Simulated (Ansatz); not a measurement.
A CCSD(T) single point on C4H3FS, SMILES `Fc1ccsc1`.

```yaml
crystal:
  periodic: [false, false, false]
  atoms:
    - {symbol: F, position_ang: [0.990819, 0.484913, 1.974272]}
    - {symbol: C, position_ang: [0.335929, 0.295018, 0.829570]}
    - {symbol: C, position_ang: [0.665363, -0.756746, -0.053454]}
    - {symbol: C, position_ang: [-0.143932, -0.740779, -1.149167]}
    - {symbol: S, position_ang: [-1.274134, 0.533534, -1.088265]}
    - {symbol: C, position_ang: [-0.691352, 1.084622, 0.416633]}
    - {symbol: H, position_ang: [1.455564, -1.471533, 0.127577]}
    - {symbol: H, position_ang: [-0.133638, -1.414619, -1.991682]}
    - {symbol: H, position_ang: [-1.116219, 1.939288, 0.917316]}
basis:
  gaussian: {orbitals: def2-TZVPP}
correlation: {method: ccsd_t}
output: {orbitals: {seedname: orbitals}}
```

```sh
$ ansatz run in.yaml --threads 2 --pin off --events-out ev --progress --plain --max-ram 31744MiB --backend cuda --devices 0, --max-vram 18GiB
```

The program prints (abridged):

```
Functional definition: HF
1470 factors; integrals over basis functions are off by at most 8.3e-4 eV
mean field evaluation 1: about -17691.0535 eV, gradient 3.5e1 eV
mean field evaluation 2: about -17691.4633 eV, gradient 3.5e1 eV
mean field evaluation 4: about -17694.6866 eV, gradient 4.7e0 eV
mean field evaluation 8: about -17694.7701 eV, gradient 4.7e-1 eV
mean field evaluation 16: about -17694.7723 eV, gradient 2.8e-6 eV
mean field -17694.77225933 eV, -650.2708865829 hartree, gradient 2.8e-6 eV, S^2 0.000000; 0 other end points of the search recorded, 0 dependent functions left out; unrestricted orbitals would lower it
10 core orbitals not correlated: weight in the atoms' cores, before any rotation towards them, 1.000 or more for the frozen orbitals, at most 0.000 for the correlated occupied ones
reference -17694.77225933 eV, -650.2708865829 hartree; 16, 16 occupied and 213, 213 virtual orbitals, 1470 factors
second order -28.52479096 eV of doubles, -0.00000000 eV of singles
cycle   1  -28.18857213 eV  change    3.4e-1 eV  update   1.3e-1
cycle   2  -28.91529601 eV  change   -7.3e-1 eV  update   3.9e-2
cycle   3  -29.07690126 eV  change   -1.6e-1 eV  update   1.8e-2
cycle   4  -29.06328938 eV  change    1.4e-2 eV  update   4.7e-3
cycle   5  -29.06222289 eV  change    1.1e-3 eV  update   2.3e-3
cycle   6  -29.06347319 eV  change   -1.3e-3 eV  update   8.2e-4
cycle   7  -29.06307782 eV  change    4.0e-4 eV  update   4.0e-4
cycle   8  -29.06286037 eV  change    2.2e-4 eV  update   1.9e-4
cycle   9  -29.06293925 eV  change   -7.9e-5 eV  update   5.9e-5
cycle  10  -29.06294792 eV  change   -8.7e-6 eV  update   2.0e-5
perturbative correction -1.45177785 eV, -0.0533518521 hartree
Total energy: -17725.28698510 eV, -651.3922820713 hartree
```

Run time 4.8 s (2 threads of an AMD EPYC 7R13 on a shared host and a share of an NVIDIA H100 80 GB); peak host memory 0.81 GiB.

The correlation energy is -30.515 eV, 4.8 % of it from (T); the T1 diagnostic reads 0.0128.
